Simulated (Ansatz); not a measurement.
Basis-set extrapolation for `FC1OCO1` (PBE0-D4/def2-TZVP geometry, frozen core, Ansatz). Multiplicity 1, RHF reference.

|  | def2-TZVPP | def2-QZVPP |
| --- | --- | --- |
| HF | -326.748947 | -326.763462 |
| MP2 correlation | -1.033496 | -1.116330 |
| CCSD(T) correlation | -1.088075 | not run |

Energies in hartree. Use E(X) = E(∞) + A·exp(−7.88·√X) for Hartree–Fock and E(X) = E(∞) + B·X^(−2.97) for correlation, with X = 3 and 4, and add CCSD(T) minus MP2 of the smaller set to the MP2 limit.

Q: What is the CCSD(T) energy at the basis-set limit?

A: HF limit: -326.763462 + (-0.014515) × 0.13774 = -326.76546. MP2 limit: -1.116330 + (-0.082834) × 0.74074 = -1.17769. Higher-order term: -1.088075 − (-1.033496) = -0.05458. Total: -327.99773 hartree, 421.9 kJ/mol below CCSD(T)/def2-TZVPP.
